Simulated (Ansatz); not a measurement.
Ansatz input wanted

AlH has 2 atoms, charge 0, and is taken as a singlet.

```xyz
2

Al   -0.4960    0.5184   -1.7715
H    -1.4428    0.9818   -0.4105
```

Settings wanted:

```
basis set              : def2-SVPD
integral approximation : automatic
task                   : energy
method                 : DFT
functional             : B2PLYP
dispersion             : none
reference              : RKS
accuracy               : medium
frozen core orbitals   : 5
```

Question: Write the Ansatz 0.2.0 input and the command.

Answer: One that was run (others would do as well):

in.yaml:
```yaml
basis:
  gaussian:
    orbitals: def2-SVPD
crystal:
  periodic: [false, false, false]
  atoms:
    - {symbol: Al, position_ang: [-0.496050, 0.518420, -1.771530]}
    - {symbol: H, position_ang: [-1.442800, 0.981780, -0.410520]}
hamiltonian:
  xc: {name: B2PLYP}
correlation:
  frozen_orbitals: {Al: 5, H: 0}
```

```bash
$ ansatz run in.yaml --threads 1 --pin off --max-ram 2610MiB --events-out events.jsonl --progress --plain --runs-dir runs
```

Calculated total energy: -242.77403 Eh.
